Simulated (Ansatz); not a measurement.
Mulliken charges of H4SSi2 (`[SiH2]1[SiH2]S1`) from ωB97M-V/def2-TZVPP in Ansatz (PBE0-D4/def2-TZVP geometry).

```csv
atom,x (Å),y (Å),z (Å),charge (e)
Si1,-0.881,-0.200,-0.673,0.150
Si2,0.831,0.404,0.645,0.150
S3,0.505,-1.652,0.100,-0.274
H4,-2.268,-0.320,-0.164,-0.007
H5,-0.850,-0.020,-2.143,-0.007
H6,0.653,0.710,2.084,-0.007
H7,2.071,1.010,0.105,-0.007
```

Question: By hand: the dipole of these point charges (1 e Å = 4.8032 D).

Answer: Σ q r = (-0.143, 0.474, -0.031) e Å, of length 0.496 e Å = 2.38 D.

Question: How does the dipole of the full density compare? (Estimate.)

Answer: Ansatz gave: (-0.091, 0.302, -0.020) e Å, 1.52 D; the point charges give 1.57 times that, at 0° from its direction.

Point charges leave out the atoms' own dipoles, such as those of lone pairs, and Mulliken's split depends on the basis, so the two needn't agree.
